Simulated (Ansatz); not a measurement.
A calculation with Ansatz (development build ahead of 0.2.0).

```yaml
crystal:
  periodic: [false, false, false]
  atoms:
    - { symbol: O, position_ang: [0.0, 0.0, -0.53164] }
    - { symbol: C, position_ang: [0.0, 1.06812, 0.17305] }
    - { symbol: C, position_ang: [0.0, -1.06812, 0.17305] }
    - { symbol: H, position_ang: [0.0, 1.85968, -0.45655] }
    - { symbol: H, position_ang: [-0.8236, 1.13424, 0.77242] }
    - { symbol: H, position_ang: [0.8236, 1.13424, 0.77242] }
    - { symbol: H, position_ang: [0.0, -1.85968, -0.45655] }
    - { symbol: H, position_ang: [0.8236, -1.13424, 0.77242] }
    - { symbol: H, position_ang: [-0.8236, -1.13424, 0.77242] }
basis:
  gaussian: { orbitals: def2-TZVP }
hamiltonian:
  xc: hf
correlation:
  method: mp2
  frozen_orbitals: { C: 1, H: 0, O: 1 }
```

The input is written out in the form of the current development build from the run's settings.

The run gave:

- Converged: yes
- Reference energy: -154.08437 hartree
- Correlation energy: -0.57025 hartree
- Total energy: -154.65462 hartree
- Spin squared of the determinant: 0.000

Caution: no unrestricted run beside it, a lower state can exist.
